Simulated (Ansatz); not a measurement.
Cartesian coordinates (Å):
```xyz
1

F      0.0000     0.0000     0.0000
```
Charge 0, spin multiplicity 2.

Method: Ansatz (a first-principles code) with frozen-core CCSD(T)/cc-pVTZ.

- HF energy: -99.40552 Ha
- MP2 correlation energy: -0.19983 Ha

Problem. Estimate the CCSD correlation energy, the (T) correction, the total energy and the T1 diagnostic.

Solution. 
| Quantity | Value |
|---|---|
| CCSD correlation energy | -0.21125 Ha |
| (T) correction | -0.00359 Ha |
| CCSD(T) total energy | -99.62036 Ha |
| T1 diagnostic | 0.005 |
